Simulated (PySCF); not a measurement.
# C2H3ClO (Acetyl Chloride): the cost of one run

The runs use PySCF 2.14.0, with density-fitted response routines of our own; the level of theory stands in each step. All values are computed, except where a source is named. Atoms count from 0, in the outputs and in this text.

## Step 1: The starting structure

7 atoms, charge 0, multiplicity 1; geometry from: GFN2-xTB. The atoms were then displaced at random by about 0.01 Å, so the start is not that level's minimum.

Bonds of the start (Å): C0–C1 1.47, C1–O2 1.18, C1–Cl3 1.80, C0–H4 1.12, C0–H5 1.07, C0–H6 1.08.

## Step 2: Relaxing the molecule at PBE0-D3(BJ)/def2-SVP

Job settings and geometry (Å):

```
{"job": {"xc": "PBE0", "basis": "def2-SVP", "d3": "d3bj", "grid": 1, "shake": 0.01, "kind": "geom"}, "charge": 0, "multiplicity": 1}
C     -0.660350    -0.089900     0.069920
C      0.741050     0.301460    -0.118290
O      1.196650     1.369640    -0.327530
Cl     1.841180    -1.112000     0.002870
H     -1.304750     0.817370    -0.031000
H     -0.820430    -0.518360     1.040390
H     -0.959390    -0.797320    -0.686290
```

Started as:

```bash
OMP_NUM_THREADS=1 python probes_run.py task.json out
```

One launch serves the whole session: the jobs run in the order shown.

**Question.** How long does this first job take on 1 thread of Intel Xeon 6975P-C, shared host, and how much memory does it need?

About 5.2 s, with a peak of 0.33 GiB.
